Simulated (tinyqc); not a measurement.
Extended Hueckel theory, for CH3+, step by step. The parameters take no account of the charge, which enters only through the electron count. One step of it, computed by the program tinyqc.

Task: Wolfsberg-Helmholz matrix. H_ij = K' S_ij (H_ii + H_jj)/2 for i != j (the diagonal keeps H_ii), with K' = 1.75.

overlap S, order 1C 2s, 1C 2px, 1C 2py, 1C 2pz, 2H 1s, 3H 1s, 4H 1s:
```
[[1.000000, 0.000000, 0.000000, 0.000000, 0.520477, 0.520368, 0.520368],
 [0.000000, 1.000000, 0.000000, 0.000000, 0.506112, -0.253224, -0.253224],
 [0.000000, 0.000000, 1.000000, 0.000000, 0.000000, 0.438141, -0.438141],
 [0.000000, 0.000000, 0.000000, 1.000000, -0.040997, -0.040984, -0.040984],
 [0.520477, 0.506112, 0.000000, -0.040997, 1.000000, 0.144220, 0.144220],
 [0.520368, -0.253224, 0.438141, -0.040984, 0.144220, 1.000000, 0.144347],
 [0.520368, -0.253224, -0.438141, -0.040984, 0.144220, 0.144347, 1.000000]]
```

diagonal H_ii (eV): [-21.400000, -11.400000, -11.400000, -11.400000, -13.600000, -13.600000, -13.600000]

K = 1.750000

Give: H.

Result:

H (eV), order 1C 2s, 1C 2px, 1C 2py, 1C 2pz, 2H 1s, 3H 1s, 4H 1s:
```
[[-21.4000, 0.0000, 0.0000, 0.0000, -15.9396, -15.9363, -15.9363],
 [0.0000, -11.4000, 0.0000, 0.0000, -11.0712, 5.5393, 5.5393],
 [0.0000, 0.0000, -11.4000, 0.0000, 0.0000, -9.5843, 9.5843],
 [0.0000, 0.0000, 0.0000, -11.4000, 0.8968, 0.8965, 0.8965],
 [-15.9396, -11.0712, 0.0000, 0.8968, -13.6000, -3.4324, -3.4324],
 [-15.9363, 5.5393, -9.5843, 0.8965, -3.4324, -13.6000, -3.4355],
 [-15.9363, 5.5393, 9.5843, 0.8965, -3.4324, -3.4355, -13.6000]]
```
